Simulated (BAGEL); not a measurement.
**PBE0/cc-pVDZ (density fitting with qzvpp-jkfit) run of C3H5F (SMILES C/C=C/F)**

What is the energy change on altering one bond length of C3H5F at PBE0/cc-pVDZ (density fitting with qzvpp-jkfit)? 

Program for the calculation: BAGEL 1.2.2.

1 further run of the same task is left out (set aside as unsound or not needed). Runs told in other sessions of the task aren't counted.

### 1 Starting point

C3H5F: 9 atoms, total charge 0, spin state singlet. SMILES: `C/C=C/F`. The coordinates come from a PBE0-D4/def2-TZVP relaxation.

Bond lengths: C1–C2 1.489 Å, C2–C3 1.319 Å, C3–F4 1.340 Å, C1–H5 1.094 Å, C1–H6 1.092 Å, C1–H7 1.094 Å, C2–H8 1.086 Å, C3–H9 1.085 Å. Some angles: C1–C2–C3 123.2°, C2–C3–F4 122.2°, C1–C2–H8 118.7°, C3–C2–H8 118.1°, C2–C1–H5 111.1°, C2–C1–H6 111.5°, C2–C1–H7 111.1°, C2–C3–H9 125.6°, F4–C3–H9 112.2°, H5–C1–H6 108.0°.

### 2 The energy at PBE0/cc-pVDZ (density fitting with qzvpp-jkfit)

The input, calc.json:

```json
{ "bagel" : [

{
  "title" : "molecule",
  "basis" : "cc-pvdz.json",
  "df_basis" : "qzvpp-jkfit",
  "angstrom" : "true",
  "geometry" : [
    { "atom" : "C", "xyz" : [      -0.482600,       1.041700,      -0.078600 ] },
    { "atom" : "C", "xyz" : [       0.190700,      -0.232400,      -0.454700 ] },
    { "atom" : "C", "xyz" : [       0.503900,      -1.168300,       0.420300 ] },
    { "atom" : "F", "xyz" : [       1.110100,      -2.308100,       0.061300 ] },
    { "atom" : "H", "xyz" : [      -1.439100,       1.150700,      -0.598200 ] },
    { "atom" : "H", "xyz" : [      -0.675100,       1.090900,       0.995000 ] },
    { "atom" : "H", "xyz" : [       0.129000,       1.906700,      -0.351600 ] },
    { "atom" : "H", "xyz" : [       0.437900,      -0.404300,      -1.498400 ] },
    { "atom" : "H", "xyz" : [       0.313700,      -1.123300,       1.487600 ] }
  ]
},

{ "title" : "ks", "xc_func" : "pbe0" },

{ "title" : "print", "file" : "orbitals.molden", "orbitals" : "true" }

]}
```

The basis set cc-pVDZ is read from a file made from the Basis Set Exchange's data (not shown).

Launch:

```
BAGEL_NUM_THREADS=1 BAGEL calc.json > calc.out
```

The log of the run:

```text
* using 1 threads per process

  ===============================================================
  ===============================================================

  *** Geometry ***

  { "atom" : "C", "xyz" : [     -0.911982,      1.968528,     -0.148532 ] },
  { "atom" : "C", "xyz" : [      0.360371,     -0.439172,     -0.859258 ] },
  { "atom" : "C", "xyz" : [      0.952233,     -2.207767,      0.794252 ] },
  { "atom" : "F", "xyz" : [      2.097785,     -4.361677,      0.115840 ] },
  { "atom" : "H", "xyz" : [     -2.719505,      2.174508,     -1.130434 ] },
  { "atom" : "H", "xyz" : [     -1.275754,      2.061502,      1.880277 ] },
  { "atom" : "H", "xyz" : [      0.243775,      3.603141,     -0.664428 ] },
  { "atom" : "H", "xyz" : [      0.827511,     -0.764016,     -2.831566 ] },
  { "atom" : "H", "xyz" : [      0.592807,     -2.122729,      2.811157 ] },

  Number of auxiliary basis functions:      392

  Since a DF basis is specified, we compute 2- and 3-index integrals:
    o Being stored without compression. Storage requirement is 0.021 GB

  Number of basis functions:       81
  Number of electrons      :       32

    * METHOD: MOLECULE                             0.13

  *** Kohn-Sham DFT ***

    * Removing 16259 points whose weight is below 1.00e-10
    * Grid points: 117895

  === Nuclear Repulsion ===
   113.8225906714

       - DIIS with orbital gradients will be used.

  === KS iteration (pbe0 / cc-pvdz.json) ===
      0       -181.11999973          0.11902178           0.26
      1       -130.05706316          0.14800471           0.24
      2       -154.87575464          0.19844115           0.24
      3       -192.92442114          0.12189723           0.24
      4       -209.92128293          0.09384517           0.24
      5       -215.52420570          0.05486903           0.24
      6       -214.35608064          0.07726191           0.24
      7       -188.64046655          0.15372831           0.24
      8       -216.40581412          0.03543678           0.24
      9       -216.73154987          0.01724262           0.24
     10       -216.90146500          0.00361397           0.24
     11       -216.90923049          0.00094459           0.24
     12       -216.90965970          0.00049138           0.24
     13       -216.90976890          0.00004231           0.24
     14       -216.90976969          0.00001232           0.24
     15       -216.90976975          0.00000501           0.24
     16       -216.90976976          0.00000091           0.24
     17       -216.90976976          0.00000043           0.24
     18       -216.90976976          0.00000011           0.24
     19       -216.90976976          0.00000004           0.24
     20       -216.90976976          0.00000001           0.24
     21       -216.90976976          0.00000000           0.25
    * SCF iteration converged.

    * Permanent dipole moment:
           (    0.278613,    -0.535214,    -0.129819) a.u.

    * METHOD: KS                                   5.96

    * METHOD: PRINT                                0.01

  ===============================================================
```

Run time: 6.3 s. Hardware: 1 thread of Arm Neoverse V2, shared host; peak memory 0.42 GiB.

### 3 The distorted shape, same level

The input, input.json:

```json
{ "bagel" : [

{
  "title" : "molecule",
  "basis" : "cc-pvdz.json",
  "df_basis" : "qzvpp-jkfit",
  "angstrom" : true,
  "geometry" : [
    { "atom" : "C", "xyz" : [      -0.971893,       0.349682,       0.139806 ] },
    { "atom" : "C", "xyz" : [      -0.298593,      -0.924418,      -0.236294 ] },
    { "atom" : "C", "xyz" : [       0.014607,      -1.860318,       0.638706 ] },
    { "atom" : "F", "xyz" : [       0.620807,      -3.000118,       0.279706 ] },
    { "atom" : "H", "xyz" : [      -1.928393,       0.458682,      -0.379794 ] },
    { "atom" : "H", "xyz" : [      -1.164393,       0.398882,       1.213406 ] },
    { "atom" : "H", "xyz" : [       0.129000,       1.906700,      -0.351600 ] },
    { "atom" : "H", "xyz" : [      -0.051393,      -1.096318,      -1.279994 ] },
    { "atom" : "H", "xyz" : [      -0.175593,      -1.815318,       1.706006 ] }
  ]
},

{ "title" : "ks", "xc_func" : "pbe0" },

{ "title" : "print", "file" : "orbitals.molden", "orbitals" : true }

]}
```

The basis set cc-pVDZ is read from a file made from the Basis Set Exchange's data (not shown).

Launch:

```
BAGEL_NUM_THREADS=1 BAGEL input.json > input.out
```

The log of the run:

```text
* using 1 threads per process

  ===============================================================
  ===============================================================

  *** Geometry ***

  { "atom" : "C", "xyz" : [     -1.836612,      0.660803,      0.264195 ] },
  { "atom" : "C", "xyz" : [     -0.564259,     -1.746897,     -0.446531 ] },
  { "atom" : "C", "xyz" : [      0.027603,     -3.515492,      1.206979 ] },
  { "atom" : "F", "xyz" : [      1.173155,     -5.669401,      0.528568 ] },
  { "atom" : "H", "xyz" : [     -3.644135,      0.866783,     -0.717707 ] },
  { "atom" : "H", "xyz" : [     -2.200384,      0.753778,      2.293005 ] },
  { "atom" : "H", "xyz" : [      0.243775,      3.603141,     -0.664428 ] },
  { "atom" : "H", "xyz" : [     -0.097119,     -2.071741,     -2.418838 ] },
  { "atom" : "H", "xyz" : [     -0.331823,     -3.430454,      3.223884 ] },

  Number of auxiliary basis functions:      392

  Since a DF basis is specified, we compute 2- and 3-index integrals:
    o Being stored without compression. Storage requirement is 0.021 GB

  Number of basis functions:       81
  Number of electrons      :       32

    * METHOD: MOLECULE                             0.13

  *** Kohn-Sham DFT ***

    * Removing 15342 points whose weight is below 1.00e-10
    * Grid points: 118812

  === Nuclear Repulsion ===
   111.6000660838

       - DIIS with orbital gradients will be used.

  === KS iteration (pbe0 / cc-pvdz.json) ===
      0       -181.60325053          0.11465527           0.27
      1       -133.19245211          0.15611294           0.26
      2       -156.79295465          0.20455843           0.26
      3       -194.43931409          0.11770343           0.25
      4       -215.33858711          0.05256426           0.25
      5       -216.33488969          0.02832670           0.26
      6       -216.66966234          0.01396142           0.26
      7       -216.78255569          0.00325931           0.25
      8       -216.78706948          0.00143768           0.26
      9       -216.78808593          0.00035339           0.26
     10       -216.78814957          0.00009831           0.26
     11       -216.78815560          0.00003121           0.25
     12       -216.78815624          0.00000863           0.25
     13       -216.78815629          0.00000305           0.24
     14       -216.78815629          0.00000073           0.24
     15       -216.78815629          0.00000014           0.24
     16       -216.78815629          0.00000013           0.24
     17       -216.78815629          0.00000003           0.26
     18       -216.78815629          0.00000001           0.25
    * SCF iteration converged.

    * Permanent dipole moment:
           (    0.417952,     0.036859,    -0.255559) a.u.

    * METHOD: KS                                   5.41

    * METHOD: PRINT                                0.01

  ===============================================================
```

Run time: 5.7 s. Hardware: 1 thread of Arm Neoverse V2, shared host; peak memory 0.43 GiB.

### 4 What came out

Level: PBE0/cc-pVDZ (density fitting with qzvpp-jkfit).

| quantity | value |
| --- | --- |
| first shape: total energy | -216.90977 Eh |
| first shape: dipole moment | 1.57 D |
| first shape: HOMO energy | -7.03 eV |
| first shape: LUMO energy | 0.91 eV |
| first shape: HOMO–LUMO gap | 7.93 eV |
| distorted shape: total energy | -216.78816 Eh |
| distorted shape: dipole moment | 1.25 D |
| distorted shape: HOMO energy | -6.95 eV |
| distorted shape: LUMO energy | -1.84 eV |
| distorted shape: HOMO–LUMO gap | 5.11 eV |
| energy change with the C1–H7 bond stretched from 1.094 to 1.969 Å | 3.309 eV |

In words: With the C1–H7 bond stretched from 1.094 to 1.969 Å the energy rises by 3.31 eV (319 kJ/mol). The first shape isn't relaxed at this level, so the change isn't measured from a minimum. A restricted reference can't describe the breaking bond well at this length.
